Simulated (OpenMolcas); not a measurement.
**SiS (SMILES [Si-]#[S+]) at 6 levels**

Wanted: a comparison of 6 runs (HF/STO-3G, B3LYP/6-31G*, BHLYP/cc-pVTZ, SVWN5/cc-pVTZ, revPBE/cc-pVTZ, CCSD(T)/cc-pVTZ) of SiS. 

Program for the calculation: OpenMolcas 26.06.

1 further run of the same task is left out (set aside as unsound or not needed).

## (1) The structure to begin with

SiS: 2 atoms, total charge 0, spin state singlet. SMILES: `[Si-]#[S+]`. Geometry: the measured bond length.

Bond lengths: Si1–S2 1.929 Å.

## (2) Energy and gradient at HF/STO-3G (run 1)

The input, test.inp:

```
* SSi Hartree-Fock
&GATEWAY
BASLIB=$CurrDir
COORD
2
angstrom
Si       0.000000       0.000000       0.000000
S        0.000000       0.000000       1.929321
BASIS=STO-3G
GROUP=NoSym
&SEWARD
&SCF
THRESHOLDS=1e-10 1e-07 1e-07 1e-05
PRORBITALS=1 1
&ALASKA
```

The basis set STO-3G is read from a file made from the Basis Set Exchange's data (not shown).

Command:

```
$ export MOLCAS_MEM=1860
$ pymolcas test.inp > test.log
```

Standard output:

```text
--- Start Module: gateway ---
[...]
--- Stop Module: gateway /rc=_RC_ALL_IS_WELL_ ---
[...]
      Basis functions           18
[...]
--- Start Module: scf ---
[...]
       Convergence after   9 Iterations
[...]
::    Total SCF energy                               -678.7422780237
[...]
      Total spin, S                                     0.0000000000
[...]
      Total electronic charge=   30.000000
      Total            charge=   -0.000000
[...]
      Dipole Moment (debye):
      Origin of the operator (angstrom)=    0.0000    0.0000    1.0289
                   X=  1.8535E-15               Y= -4.7741E-16               Z= -2.0294E+00           Total=  2.0294E+00
      Quadrupole Moment (debye*angstrom):
[...]
--- Stop Module: scf /rc=_RC_ALL_IS_WELL_ ---
--- Start Module: alaska ---
[...]
 *              Molecular gradients               *
 **************************************************
  Irreducible representation: a
 ------------------------------------------------------------------------------------------
                              X                       Y                       Z
 ------------------------------------------------------------------------------------------
  SI1               2.21396664086318E-16   -4.61115957526338E-17   -6.03486139561404E-02
  S2               -2.21396664086318E-16    4.61115957526347E-17    6.03486139561547E-02
 ------------------------------------------------------------------------------------------
--- Stop Module: alaska /rc=_RC_ALL_IS_WELL_ ---
[...]
```

It took 1.5 s on 1 thread of Arm Neoverse V2, shared host; peak memory 0.37 GiB.

## (3) Energy and gradient at B3LYP/6-31G(d) (spherical functions) (run 2)

The input, calc.inp:

```
* SSi Kohn-Sham DFT
>>> EXPORT MOLCAS_PRINT=2
&GATEWAY
BasLib=$CurrDir
Coord
2
angstrom
Si       0.000000       0.000000       0.000000
S        0.000000       0.000000       1.929321
Basis=6-31Gs
Group=NoSym
&SEWARD
GridInput
Grid=UltraFine
End of Grid
&SCF
KSDFT=B3LYP
Thresholds=1e-10 1e-07 1e-07 1e-05
PrOrbitals=1 2
&ALASKA
```

The basis set 6-31G* is read from a file made from the Basis Set Exchange's data (not shown).

Command:

```
$ export MOLCAS_MEM=1860
$ pymolcas calc.inp > calc.log
```

Standard output:

```text
--- Start Module: gateway ---
[...]
--- Stop Module: gateway /rc=_RC_ALL_IS_WELL_ ---
[...]
      Basis functions           36
[...]
--- Start Module: scf ---
[...]
       Convergence after  13 Iterations
[...]
::    Total KS-DFT energy                            -687.6901044619
[...]
      Total spin, S                                     0.0000000000
[...]
      Total electronic charge=   30.000000
      Total            charge=   -0.000000
[...]
      Dipole Moment (debye):
      Origin of the operator (angstrom)=    0.0000    0.0000    1.0289
                   X= -8.9262E-16               Y= -1.8234E-15               Z= -1.7449E+00           Total=  1.7449E+00
      Quadrupole Moment (debye*angstrom):
[...]
--- Stop Module: scf /rc=_RC_ALL_IS_WELL_ ---
[...]
--- Start Module: alaska ---
[...]
 *              Molecular gradients               *
 **************************************************
  Irreducible representation: a
 ------------------------------------------------------------------------------------------
                              X                       Y                       Z
 ------------------------------------------------------------------------------------------
  SI1              -2.07981485047278E-17    6.40535969943057E-16    1.35334002786536E-02
  S2                2.38270853845507E-17   -6.44005416895011E-16   -1.35334002786465E-02
 ------------------------------------------------------------------------------------------
--- Stop Module: alaska /rc=_RC_ALL_IS_WELL_ ---
[...]
```

Run time: 4.8 s. Hardware: 1 thread of Arm Neoverse V2, shared host; peak memory 0.37 GiB.

Run 3 isn't shown in full; the table further down has it.

## (4) Energy and gradient at SVWN5/cc-pVTZ (run 4)

The input, input.xyz:

```xyz
2

Si     0.000000     0.000000     0.000000
S      0.000000     0.000000     1.929321
```

The input, mol.input:

```
* SSi Kohn-Sham DFT
&GATEWAY
BasLib=$CurrDir
Coord=input.xyz
Basis=cc-pVTZ
Group=NoSym
&SEWARD
GridInput
Grid=UltraFine
End of Grid
&SCF
KSDFT=SVWN5
Thresholds=1e-10 1e-07 1e-07 1e-05
PrOrbitals=0
&ALASKA
```

The basis set cc-pVTZ is read from a file made from the Basis Set Exchange's data (not shown).

Command:

```
$ export MOLCAS_MEM=1860
$ pymolcas mol.input > mol.log
```

Standard output:

```text
--- Start Module: gateway ---
[...]
--- Stop Module: gateway /rc=_RC_ALL_IS_WELL_ ---
[...]
      Basis functions           68
[...]
--- Start Module: scf ---
[...]
       Convergence after  16 Iterations
[...]
::    Total KS-DFT energy                            -685.2114816703
[...]
      Total spin, S                                     0.0000000000
[...]
      Total electronic charge=   30.000000
      Total            charge=   -0.000000
[...]
      Dipole Moment (debye):
      Origin of the operator (angstrom)=    0.0000    0.0000    1.0289
                   X=  1.7463E-15               Y=  4.0454E-15               Z= -1.5362E+00           Total=  1.5362E+00
      Quadrupole Moment (debye*angstrom):
[...]
--- Stop Module: scf /rc=_RC_ALL_IS_WELL_ ---
[...]
--- Start Module: alaska ---
[...]
 *              Molecular gradients               *
 **************************************************
  Irreducible representation: a
 ------------------------------------------------------------------------------------------
                              X                       Y                       Z
 ------------------------------------------------------------------------------------------
  SI1              -1.02259657922727E-14    2.58759080477417E-15    8.02336295290118E-03
  S2                1.02203414935029E-14   -2.58936597407339E-15   -8.02336295289408E-03
 ------------------------------------------------------------------------------------------
--- Stop Module: alaska /rc=_RC_ALL_IS_WELL_ ---
[...]
```

Wall time 6.6 s (1 thread of Arm Neoverse V2, shared host); peak memory 0.41 GiB.

Run 5 isn't shown in full; the table further down has it.

## (5) The energy at CCSD(T)/cc-pVTZ (run 6)

The input, test.input:

```
* SSi CCSD(T)

&GATEWAY
  BasLib = $CurrDir
  Coord
  2
  angstrom
  Si       0.000000       0.000000       0.000000
  S        0.000000       0.000000       1.929321
  Basis = cc-pVTZ
  Group = NoSym

&SEWARD

&SCF
  Thresholds = 1e-10 1e-07 1e-07 1e-05
  PrOrbitals = 0

&RASSCF
  FileOrb = $Project.ScfOrb
  Spin = 1
  Nactel = 0 0 0
  Inactive = 15
  Ras2 = 0
  OutOrbitals = Canonical
  OrbListing = NoCore

&MOTRA
  JobIph
  Frozen = 10

&CCSDT
  CCT
  Triples = 2
  Iterations = 80
  Accuracy = 1e-08
  Extrapolation = 5 4
```

The basis set cc-pVTZ is read from a file made from the Basis Set Exchange's data (not shown).

Command:

```
$ export MOLCAS_MEM=1860
$ pymolcas test.input > test.log
```

Standard output:

```text
--- Start Module: gateway ---
[...]
--- Stop Module: gateway /rc=_RC_ALL_IS_WELL_ ---
[...]
      Basis functions           68
[...]
       Convergence after  12 Iterations
[...]
::    Total SCF energy                               -686.5064901515
[...]
      Total spin, S                                     0.0000000000
[...]
      Number of active orbitals                  0
[...]
      Spin quantum number                      0.0
[...]
      Active orbitals                            0
[...]
      Number of CSFs                             1
[...]
      Number of root(s) required                 1
[...]
      Convergence after  4 iterations
[...]
      Natural orbitals and occupation numbers for root  1
      ************************************************************************************************************************
      *                                                    Final results                                                     *
      ************************************************************************************************************************
[...]
::    RASSCF root number  1 Total energy:   -686.50649015
[...]
      Total electronic charge=   30.000000
      Total            charge=   -0.000000
[...]
      Dipole Moment (debye):
      Origin of the operator (angstrom)=    0.0000    0.0000    1.0289
                   X= -2.8009E-15               Y= -4.0833E-16               Z= -2.2812E+00           Total=  2.2812E+00
      Quadrupole Moment (debye*angstrom):
[...]
--- Start Module: motra ---
[...]
--- Stop Module: motra /rc=_RC_ALL_IS_WELL_ ---
--- Start Module: ccsdt ---
[...]
      Convergence after                    16  Iterations
      Total energy (diff) :    -686.78749268       0.00000000
[...]
 METHOD                       : CCSD+T(CCSD)+<T3(1)WT1> = CCSD(T)
[...]
       CCSD     =      -686.7874926832234
[...]
```

Run time: 5.7 s. Hardware: 1 thread of Arm Neoverse V2, shared host; peak memory 0.41 GiB.

## (6) Overview of the runs

```tsv
run	level	integration grid	task	energy (Eh)	dipole moment (D) of the reference	HOMO energy (eV)	LUMO energy (eV)	wall time
1	HF/STO-3G	–	gradient	-678.742278	2.03	-6.15	6.56	1.5 s
2	B3LYP/6-31G* (spherical functions)	UltraFine	gradient	-687.690104	1.74	-7.82	-2.48	4.8 s
3	BHLYP/cc-pVTZ	UltraFine	gradient	-687.720742	2.01	-9.02	-1.40	8.1 s
4	SVWN5/cc-pVTZ	UltraFine	gradient	-685.211482	1.54	-7.01	-3.23	6.6 s
5	revPBE/cc-pVTZ	UltraFine	gradient	-687.592380	1.47	-6.87	-3.04	8.4 s
6	CCSD(T)/cc-pVTZ	–	energy	-686.805069	2.28	-10.57	0.75	5.7 s
```

## (7) Results

```
                                           quantity          value
                                run 6: total energy  -686.80507 Eh
          run 6: dipole moment (mean-field density)         2.28 D
         run 6: HOMO energy (Hartree–Fock orbitals)      -10.57 eV
         run 6: LUMO energy (Hartree–Fock orbitals)        0.75 eV
       run 6: HOMO–LUMO gap (Hartree–Fock orbitals)       11.32 eV
run 6: correlation energy (10 core orbitals frozen)     -298.6 mEh
                              run 6: (T) correction     -17.58 mEh
```

What this shows: Over runs 1, 2, 3, 4, 5 the dipole moment (its size) runs from 1.47 D (revPBE/cc-pVTZ) to 2.03 D (HF/STO-3G). The two ends differ in method and basis. Over runs 1, 2, 3, 4, 5 the HOMO–LUMO gap runs from 3.78 eV (SVWN5/cc-pVTZ) to 12.70 eV (HF/STO-3G). Totals of different functionals can't be ranked against each other. In run 1 the basis is minimal, so the values are rough. All runs together took 35 s, the longest 8.4 s.
